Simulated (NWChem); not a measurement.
Molecule: dimethyl sulfide (C$_{2}$H$_{6}$S); SMILES CSC

All runs: NWChem. Pople sets run with spherical d functions. STO-3G and 3-21G are far too small for this property and stand as cheap habits. All runs use the structure optimised with PBE0/def2-SVP. Vertical excitations in the gas phase; the lowest state need not have the same character in each row.

```tsv
level	basis functions	lowest excitation, singlet (eV)	orbital gap (eV)
PBE/3-21G, TDA	43	[?]	[?]
PBE/6-31G*, TDA	58	5.63	5.38
PBE/6-31+G*, TDA	70	4.88	4.77
PBE/def2-SVP, TDA	76	5.68	5.44
PBE/def2-SVPD, TDA	115	5.06	4.94
PBE/def2-TZVP, TDA	135	5.23	5.04
PBE/aug-cc-pVDZ, TDA	127	4.52	4.53
```

Task: What belongs in the gaps?

Result: 
- PBE/3-21G, TDA, lowest excitation, singlet (eV): 6.19
- PBE/3-21G, TDA, orbital gap (eV): 5.90
